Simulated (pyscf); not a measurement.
H₃C–Ga(CH₃)–CH₃ (SMILES [CH3][Ga]([CH3])[CH3]) + CH₃• (SMILES [CH3]) → H₃C–CH₃ (SMILES CC) + [H₃C–Ga–CH₃]• (SMILES [CH3][Ga][CH3]), a substitution at C (doublet surface; C–Ga broken, C–C formed). Structures and frequencies: ωB97X-D3(BJ)/def2-SVP in PySCF. Energies in kcal/mol from the separated reactants.

Small-basis levels: PySCF, no dispersion term, spherical d functions. Open shells are spin-unrestricted. 

In single points B3LYP/6-31G*+LANL2DZ puts the saddle at 29.5 kcal/mol and the reaction energy at -20.9 kcal/mol. Should these be trusted to within a few kcal/mol? Compare with ωB97M-D3(BJ)/def2-TZVP.

ωB97M-D3(BJ)/def2-TZVP gives ΔE‡ = 31.7 kcal/mol and ΔE = -19.3 kcal/mol. B3LYP/6-31G*+LANL2DZ lies 2.2 kcal/mol under it in the barrier and 1.6 kcal/mol under it in the reaction energy, so on this step it holds to within 3.0 kcal/mol. ωB97M-D3(BJ)/def2-TZVP has limits of its own. This is the saddle that the search found; another between the same sides may lie lower. The angle at the attacked C is 162°. In the def2 sets elements up to Kr have no core potential.
